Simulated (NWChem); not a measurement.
# Atomisation of fluorine (F$_{2}$)

```
F
F 1 1.3765
```
Charge 0, spin multiplicity 1.

All runs are NWChem calculations. All single points use one geometry, from PBE0/def2-SVP, a minimum by its harmonic frequencies.

Basis set: def2-QZVP. The atomisation energy is electronic alone: no zero-point, thermal, spin-orbit or counterpoise terms. No value is extrapolated to the basis-set limit. Free atoms are single determinants with multiplicities F 2. Correlated methods freeze the same cores in atoms and molecule, 2 orbitals in all.

Relative cost: rough, from shared machines, SCF included, HF = 1. Costs are the molecule's.

B3LYP has NWChem's definition, with VWN1-RPA local correlation. GW and range-separated runs recompute their integrals, the others keep them in memory, which bears on the times. No SCF solution was tested for a lower state. Open-shell Hartree-Fock references start from PBE0 orbitals; any time given for them includes that run. No row is a measurement; the coupled-cluster row has its own basis-set and correlation limits.

| method | atomisation energy (kcal/mol) | relative cost |
|---|---|---|
| HF | ? | 1 |
| PBE0 | ? | under 3 |
| BHandHLYP | 15.8 | under 3 |
| LDA (SVWN5) | 77.9 | under 3 |
| B3LYP | 36.7 | under 3 |
| M06-2X | 33.8 | under 3 |
| PBE | ? | under 3 |
| MP2 | ? | under 3 |
| LC-wPBE (omega 0.3 per bohr) | 44.9 | 20 |
| CCSD(T) | 35.9 | 30 |

Task: What belongs in the gaps?

Result: 
- HF, atomisation energy (kcal/mol): -34.9
- PBE0, atomisation energy (kcal/mol): 35.0
- PBE, atomisation energy (kcal/mol): 52.1
- MP2, atomisation energy (kcal/mol): 42.0
